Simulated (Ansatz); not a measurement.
Basis-set series for C$_{8}$H$_{18}$, SMILES `CC(C)CCC(C)C`. Total charge 0; spin multiplicity 1. All single points use the PBE0-D4/def2-TZVP geometry. It is one conformer, not always the lowest.

```xyz
26

C     0.536   -0.690   -2.489
C     0.744    0.622   -1.744
C     2.097    1.224   -2.095
C     0.611    0.453   -0.233
C    -0.760   -0.005    0.236
C    -0.962    0.032    1.749
C    -0.007   -0.903    2.479
C    -2.404   -0.298    2.101
H     0.661   -0.552   -3.566
H     1.268   -1.436   -2.164
H    -0.460   -1.104   -2.322
H    -0.035    1.324   -2.070
H     2.908    0.556   -1.788
H     2.249    2.183   -1.592
H     2.194    1.389   -3.171
H     0.845    1.412    0.247
H     1.382   -0.251    0.105
H    -0.958   -1.026   -0.113
H    -1.523    0.629   -0.233
H    -0.756    1.058    2.086
H     1.038   -0.637    2.310
H    -0.149   -1.935    2.141
H    -0.185   -0.880    3.557
H    -2.576   -0.237    3.179
H    -2.656   -1.315    1.783
H    -3.102    0.385    1.609
```

```json
{"functional": "PBE0-D4", "basis": "def2-SVP", "functions": "202", "energy (Eh)": "-315.10587", "HOMO (eV)": "-8.52", "LUMO (eV)": "1.76"}
{"functional": "PBE0-D4", "basis": "def2-QZVPP", "functions": "996", "energy (Eh)": "-315.46088", "HOMO (eV)": "-8.51", "LUMO (eV)": "0.77"}
{"functional": "ωB97M-V", "basis": "def2-SVP", "functions": "202", "energy (Eh)": "-315.26768", "HOMO (eV)": "-10.79", "LUMO (eV)": "3.39"}
{"functional": "ωB97M-V", "basis": "def2-QZVPP", "functions": "996", "energy (Eh)": "-315.64630", "HOMO (eV)": "-10.78", "LUMO (eV)": "1.92"}
```

Problem. Give the rows for def2-TZVPP. (Best estimate.)

Solution. The calculation gave: 
```
functional       basis  functions  energy (Eh)  HOMO (eV)  LUMO (eV)
   PBE0-D4  def2-TZVPP        500   -315.44285      -8.51       1.17
   ωB97M-V  def2-TZVPP        500   -315.62844     -10.78       2.58
```

Positive LUMOs are unbound and depend on the basis.

All numbers were calculated with Ansatz.
